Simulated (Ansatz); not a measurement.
H₂Ge–CH₃, quartet in cc-pVDZ: errors against UCCSDT(Q)

Geometry: that of the H2Ge–CH3, doublet, kept fixed. The doublet lies 8.1 eV lower here.

```yaml
atoms:
  - { symbol: Ge, position_ang: [-0.0301, 0.0000, 0.3276] }
  - { symbol: C, position_ang: [0.0558, 0.0000, -1.6306] }
  - { symbol: H, position_ang: [0.6369, -1.2630, 0.9193] }
  - { symbol: H, position_ang: [0.6369, 1.2630, 0.9193] }
  - { symbol: H, position_ang: [-0.4351, 0.8873, -2.0306] }
  - { symbol: H, position_ang: [1.0998, 0.0000, -1.9531] }
  - { symbol: H, position_ang: [-0.4351, -0.8873, -2.0306] }
```

Basis cc-pVDZ; Ansatz 0.2.0. Correlated methods freeze the noble-gas cores and the filled d shells of p-block atoms, which leaves 13 electrons in 51 orbitals. Prefix R: restricted or restricted open-shell reference; prefix U: unrestricted. No spin–orbit coupling is included, and no scalar relativity.

Full CI isn't at hand for all of this; UCCSDT(Q) serves as the reference, and is uncertain by about the last step of the cluster series. The frozen core follows each run's orbitals, which can shift R against U totals by a few meV for light atoms and by up to 0.1 eV past Ca.

* UHF ⟨S²⟩: 3.760
* T1 diagnostic (RCCSD): 0.0261
* largest doubles amplitude (RCCSD): 0.049
* T1 diagnostic (UCCSD): 0.0237

```
   level  E − E(UCCSDT(Q)) (meV)  share of correlation (%)  wall time
     UHF                    7365                      1.63          –
    UMP2                    1406                     81.23          –
   UCCSD                     249                     96.67          –
UCCSD(T)                      50                     99.33       61 s
  UCCSDT                       9                     99.87          –
```

The correlation energy at UCCSDT(Q), counted from RHF, is -7.487 eV. That run took 12 s on 2 threads of AMD EPYC 7R13 with a shared H100 80 GB, shared host.

Run but not shown, since their state or frozen core can't be matched to the reference's or they repeat it: RHF, RMP2, RCCSD, RCCSD(T), BCCD(T), RCCSDT, RCCSDT(Q).

Times hold each run's SCF and search for its determinant on a shared host, so for small cases they say little of a method's own cost; they ran on 1 thread of AMD EPYC 7R13.
